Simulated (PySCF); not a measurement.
# Working out the electron affinity of P

P⁻ [Ne] 3s2 3p4 (3P) → P [Ne] 3s2 3p3 (4S). Calculation: PySCF 2.14, in dyall-acv3z; the spin-free X2C one-electron Hamiltonian (Gaussian nucleus). Frozen: 1s2; the 18 highest virtual orbitals dropped. Energies in hartree (1 hartree = 27.21139 eV):

```json
{"part": "UHF", "P⁻ (lower)": "-341.524633", "P (upper)": "-341.536904"}
{"part": "MP2 opposite-spin", "P⁻ (lower)": "-0.307173", "P (upper)": "-0.281826"}
{"part": "MP2 same-spin", "P⁻ (lower)": "-0.110444", "P (upper)": "-0.106832"}
```

What does Hartree-Fock give?

(-341.536904) − (-341.524633) = -0.012271 hartree = -0.334 eV.

What do MP2 and SCS-MP2 (6/5 opposite-spin, 1/3 same-spin) give?

The opposite-spin parts differ by 0.690 eV and the same-spin parts by 0.098 eV. MP2: -0.334 + (0.690) + (0.098) = 0.454 eV. SCS-MP2: -0.334 + 1.2 × (0.690) + (0.098)/3 = 0.527 eV.

A first-order spin-orbit estimate adds 0.012 eV to MP2 (valence and next inner shell), giving 0.466 eV against 0.747 eV (measured; photodetachment measurements, as compiled on the Wikipedia data page of electron affinities).

What remains against the reference includes basis incompleteness, the frozen core and correlation beyond second order.
